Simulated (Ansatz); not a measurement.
Relaxed structures of AlSiH4O (charge +1), singlet (PBE0-D4/def2-TZVP; forces vanish, vibrations not checked; lower isomers may exist, and structures with a doubtful reference or unclear bonds are left out; Å). Computed with Ansatz 0.2.0 (basis: def2-TZVPP); correlated methods freeze the cores.

(1) Rank them by CCSD(T) energy, lowest first, and give each one's height above the lowest. Links in brackets join atoms within 1.22 times the sum of their covalent radii (1.1 for two metals). (Judge from chemistry; the value comes from the calculation.)
A.
AlSiH₄O ([AlH2][O][SiH2]), total charge +1
```
7
angstrom
Al -1.3291 0.3764 -1.0335
O 0.0438 -0.0127 0.0346
Si 1.2337 -0.3494 0.9595
H -0.8301 0.8206 -2.4440
H -2.6875 0.1758 -0.2919
H 1.8203 0.7156 1.7861
H 1.7488 -1.7263 0.9892
```
B.
AlSiH₄O ([Al][OH][SiH3]), total charge +1
```
7
angstrom
Al -1.3662 -0.3663 -1.8458
O 0.2730 -0.6767 -0.7904
Si 0.7487 0.2244 0.6456
H -0.3898 1.1621 0.7375
H 0.8878 -1.3763 -1.0592
H 2.0321 0.8677 0.3185
H 0.8098 -0.7562 1.7423
```
C.
AlSiH₄O ([AlH2][OH][SiH]), total charge +1
```
7
angstrom
Al -1.1984 0.1237 -0.9401
O -0.2760 -0.0387 0.6671
Si 1.3886 -0.6131 1.0772
H -0.2819 -0.3470 -2.1055
H -2.6132 0.6862 -0.6035
H -0.7773 0.2351 1.4510
H 1.6294 -0.8692 -0.3989
```

The T1 diagnostic stays at or below 0.015. The restricted Hartree–Fock reference is unstable towards an unrestricted one at one or more of these structures.

Results:

(1) By the calculation: B (0.0 kJ/mol), A (41.5 kJ/mol), C (145.1 kJ/mol). Heights count from the lowest.

For scale, one of the runs: CCSD(T)/def2-TZVPP, 171 basis functions, launched by `ansatz run in.yaml --threads 2 --pin off --events-out ev --progress --plain --max-ram 4352MiB`. Time: 16 s of wall clock on 2 CPU threads of an Intel Xeon Platinum 8175M; the host was shared. Peak host memory: 1.3 GiB.
